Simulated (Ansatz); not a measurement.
Relaxation of BH₆NO (9 atoms, charge 0, multiplicity 1), to a largest force component of 0.03 eV/Å in at most 50 steps.

All numbers below come from Ansatz, RKS B3LYP/def2-SVP.

```xyz
9
Properties=species:S:1:pos:R:3
B -0.155 0.491 -0.355
H -0.129 -0.144 1.963
H 0.830 -0.211 -0.402
N -1.386 -0.010 -0.826
H -1.489 -0.957 -1.168
H -2.240 0.538 -0.885
O 0.006 1.786 0.122
H -0.797 2.318 0.067
H -0.034 0.566 1.976
```

Problem. Where does it end, and by what steps?

Solution. It converged. The force dipped under the threshold on the way, but the program's further checks kept it going. After 25 steps the energy has fallen by 0.280 eV; H2 moved furthest, 1.93 Å.

| step | energy less start (eV) | largest force component (eV/Å) | accepted |
| --- | --- | --- | --- |
| 0 | 0.0000 | 1.791 | yes |
| 1 | -0.1518 | 0.242 | yes |
| 2 | -0.2027 | 0.221 | yes |
| 3 | -0.2269 | 0.175 | yes |
| 4 | -0.2388 | 0.199 | yes |
| 5 | -0.2408 | 0.503 | yes |
| 6 | -0.2582 | 0.139 | yes |
| 7 | -0.2626 | 0.232 | yes |
| 8 | -0.2624 | 0.272 | no |
| 9 | -0.2641 | 0.031 | yes |
| 10 | -0.2673 | 0.026 | yes |
| 11 | -0.2699 | 0.238 | yes |
| 12 | -0.2717 | 0.171 | yes |
| 13 | -0.2738 | 0.199 | yes |
| 14 | -0.2754 | 0.119 | yes |
| 15 | -0.2750 | 0.101 | no |
| 16 | -0.2763 | 0.035 | yes |
| 17 | -0.2767 | 0.005 | yes |
| 18 | -0.2779 | 0.071 | yes |
| 19 | -0.2783 | 0.094 | yes |
| 20 | -0.2788 | 0.088 | yes |
| 21 | -0.2790 | 0.138 | yes |
| 22 | -0.2795 | 0.110 | yes |
| 23 | -0.2798 | 0.079 | yes |
| 24 | -0.2801 | 0.020 | yes |
| 25 | -0.2803 | 0.024 | yes |

```xyz
9
Properties=species:S:1:pos:R:3
B -0.282 0.293 -0.737
H 0.338 0.772 3.593
H 0.732 -0.275 -1.064
N -1.452 0.107 -1.497
H -1.464 -0.492 -2.313
H -2.350 0.537 -1.301
O -0.208 1.093 0.375
H -1.033 1.540 0.604
H 0.326 0.801 2.831
```

The run took 54 s on 1 thread of Arm Neoverse V2 (shared host), peak memory 0.14 GiB.
